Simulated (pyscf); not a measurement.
Elementary routes open to `[CH3][SiH]([Cl])[Cl]` + `[H]` [doublet] in the gas phase (doublet surface):
A. `[CH2][SiH]([Cl])[Cl]` [doublet] + `[H][H]` (C–H broken; H–H formed)
B. `[CH3][Si]([Cl])[Cl]` [doublet] + `[H][H]` (H–Si broken; H–H formed)
C. `[CH4]` + `[Cl][SiH][Cl]` [doublet] (C–Si broken; C–H formed)

PySCF, gas phase, ωB97X-D3(BJ)/def2-SVP geometries.

Problem. Rank the routes by free-energy barrier at 900 K, lowest first, for ωB97M-D3(BJ)/def2-TZVP energies (ideal gas, 1 atm, RRHO with modes under 100 cm⁻¹ raised to 100, one conformer, R ln 2 for chiral ones without a mode under 150 cm⁻¹).

Solution. B (22.2 kcal/mol), A (30.7 kcal/mol), C (49.3 kcal/mol)

Route B is the fastest of these, ahead of the next by 8.5 kcal/mol. The most stable products are those of C (ΔG = -17.1 kcal/mol), whose barrier is 27.1 kcal/mol higher: the kinetic and the thermodynamic product differ. At 298 K B is still the fastest. Only these routes are compared; each barrier is that of the saddle found, and lower ones may exist.
